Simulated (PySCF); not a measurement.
SiCl3OH, optimised at B3LYP/6-31G*:

```xyz
6

O     -0.0233     0.7535    -1.4853
Si     0.0018     0.0412    -0.0119
Cl     0.0265    -2.0087    -0.1734
Cl     1.6578     0.6113     1.0657
Cl    -1.6955     0.6464     0.9434
H      0.7154     0.5782    -2.0880
```

Energies from PySCF (xtb for GFN2), thermal terms from the rigid-rotor harmonic-oscillator model, ideal gas at 1 bar. 6-31G* has spherical d functions here. All species are closed-shell singlets. B3LYP is the form with VWN-RPA correlation. SiCl3OH: computed as isolated molecules; such fragments, hydroxides, amides, oligomers or adducts are transient or little studied in the gas.

Q: List the harmonic frequencies (cm⁻¹, unscaled) at this level and at the other levels, each on its own geometry.

A: 
- B3LYP/6-31G*: 127, 165, 202, 235, 271, 285, 447, 600, 608, 840, 956, 3786
- GFN2-xTB: 121, 129, 193, 208, 224, 236, 416, 517, 546, 772, 912, 3626
- HF/6-31G*: 139, 180, 212, 255, 293, 318, 486, 645, 649, 880, 1018, 4101
- PBE/def2-SVP: 112, 156, 191, 223, 261, 270, 444, 602, 608, 796, 926, 3753
- PBE0/def2-TZVP: 122, 164, 201, 235, 272, 288, 462, 611, 617, 821, 968, 3909
